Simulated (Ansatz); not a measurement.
C2H3ClF2 (`FCC(F)Cl`). Total charge 0; spin multiplicity 1.

Cartesian coordinates in Å:
```
F 0.729 1.211 1.143
C 0.182 0.009 0.766
C -0.106 0.043 -0.713
F -1.070 0.957 -0.983
Cl -0.657 -1.566 -1.215
H 0.892 -0.791 0.986
H -0.748 -0.151 1.318
H 0.778 0.289 -1.302
```

(1) Give the diagnostics of a CCSD(T)/def2-TZVPP run (frozen core, Ansatz 0.2.0). (Best estimate.)

Answers

(1) Computed: T1 = 0.0107, largest single amplitude 0.014, largest double 0.020, (T) share of the correlation energy 3.5 %, 9 CCSD cycles. The RHF solution is stable towards an unrestricted one. T1 lies under the customary mark of 0.02 for closed shells.
